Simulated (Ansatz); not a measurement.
Rock-salt BaTe, treated with PBEsol in Ansatz (plane waves, PAW).

Numerical settings: plane-wave cutoff 520 eV, 8×8×8 k mesh, Fermi–Dirac smearing 0.01 eV, scalar-relativistic PAW data made under PBE.

Equation-of-state points:

```tsv
V (Å³/atom)	E − E_lowest (meV/atom)	P (GPa)
39.298	16.86	2.277
40.134	7.21	1.434
40.971	1.74	0.678
41.807	0.00	0.000
42.643	1.61	-0.608
43.479	6.24	-1.154
44.315	13.56	-1.643
```

**Question.** Estimate the bulk modulus from the pressures at 40.971 and 42.643 Å³/atom, and compare it with a fit to all energies.

**Answer.** B = −V dP/dV. Between V = 40.971 and 42.643 Å³/atom, dP/dV = (-0.608 − (0.678))/(42.643 − 40.971) = -0.769 GPa per Å³/atom; at the midpoint 41.807 Å³/atom this gives B ≈ 32.2 GPa. The third-order Birch–Murnaghan fit gives V0 = 41.807 Å³/atom, B0 = 32.1 GPa, B′ = 4.4, which lies within 1 % of that estimate.

Measured, for comparison: equilibrium volume per atom 43.00 Å³/atom (room temperature, no zero-point or thermal correction; as tabulated in Lucero et al. (2012), arXiv:1111.4515). Computed (rounded) less measured: equilibrium volume per atom -2.8 %.

Spin–orbit coupling is not included.

Computed values are for the static lattice.

Ansatz is a program for electronic structure.
